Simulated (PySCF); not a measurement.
Compound: CH5BO.
Structure used (PBE0-D3(BJ)/def2-SVP), in Å, numbered top down from 1:
```
atom  x, y, z in Å
B1     1.325   -0.148    0.259
O2     0.161    0.434    0.569
C3    -1.038    0.175   -0.116
H4     1.385   -0.953   -0.650
H5     2.287    0.165    0.920
H6    -1.399    1.105   -0.583
H7    -0.904   -0.593   -0.895
H8    -1.799   -0.166    0.602
```

Level of theory: core-valence-separated Tamm–Dancoff BHandHLYP/aug-pcX-1 (pcseg-1 on H) in PySCF, non-relativistic, gas phase, PBE0-D3(BJ)/def2-SVP geometry. The energies are unshifted.

The lowest roots of each edge with f over 0.003 (five at most, numbered afresh; weaker and dark ones are left out), with transition dipoles (au) in the frame of the coordinates:

```json
{"root": "1", "edge": "C", "E (eV)": "286.79", "f": "0.0318", "μx": "-0.0604", "μy": "-0.0080", "μz": "-0.0286"}
{"root": "2", "edge": "C", "E (eV)": "287.06", "f": "0.0062", "μx": "-0.0065", "μy": "-0.0229", "μz": "0.0177"}
{"root": "3", "edge": "C", "E (eV)": "287.27", "f": "0.0097", "μx": "-0.0301", "μy": "-0.0081", "μz": "-0.0201"}
{"root": "4", "edge": "C", "E (eV)": "287.78", "f": "0.0367", "μx": "0.0225", "μy": "-0.0465", "μz": "-0.0503"}
{"root": "5", "edge": "C", "E (eV)": "287.98", "f": "0.0331", "μx": "0.0137", "μy": "0.0520", "μz": "-0.0425"}
{"root": "6", "edge": "O", "E (eV)": "531.49", "f": "0.0262", "μx": "0.0092", "μy": "0.0329", "μz": "-0.0291"}
{"root": "7", "edge": "O", "E (eV)": "534.09", "f": "0.0164", "μx": "0.0286", "μy": "0.0086", "μz": "0.0190"}
{"root": "8", "edge": "O", "E (eV)": "534.34", "f": "0.0058", "μx": "-0.0147", "μy": "-0.0074", "μz": "-0.0132"}
{"root": "9", "edge": "O", "E (eV)": "536.17", "f": "0.0042", "μx": "-0.0173", "μy": "0.0018", "μz": "-0.0036"}
{"root": "10", "edge": "B", "E (eV)": "187.00", "f": "0.0827", "μx": "0.0273", "μy": "0.0984", "μz": "-0.0874"}
{"root": "11", "edge": "B", "E (eV)": "191.40", "f": "0.0101", "μx": "0.0371", "μy": "-0.0234", "μz": "-0.0148"}
{"root": "12", "edge": "B", "E (eV)": "191.85", "f": "0.0055", "μx": "0.0093", "μy": "0.0204", "μz": "0.0259"}
{"root": "13", "edge": "B", "E (eV)": "191.95", "f": "0.0128", "μx": "-0.0294", "μy": "-0.0238", "μz": "-0.0361"}
{"root": "14", "edge": "B", "E (eV)": "192.36", "f": "0.0107", "μx": "-0.0093", "μy": "-0.0356", "μz": "0.0301"}
```

Problem. Molecules are fixed in this frame and the field points along (1, 0, −1)/√2. What effective strengths 3 f cos²θ do the roots have (θ between field and μ)?

Solution. root 1 (C3): 0.011, root 2 (C3): 0.006, root 3 (C3): 0.001, root 4 (C3): 0.056, root 5 (C3): 0.033, root 6 (O2): 0.029, root 7 (O2): 0.002, root 8 (O2): 0.000, root 9 (O2): 0.004, root 10 (B1): 0.090, root 11 (B1): 0.019, root 12 (B1): 0.002, root 13 (B1): 0.000, root 14 (B1): 0.011. Root 10 is the strongest. Averaged over all orientations cos²θ is 1/3, which gives f back.

Hardware: Intel Xeon Platinum 8488C, one thread, shared host with 96 logical CPUs at a one-minute load of 42. Cost: 3.6 s, 0.47 GiB resident at most.

One conformer stands for the species.
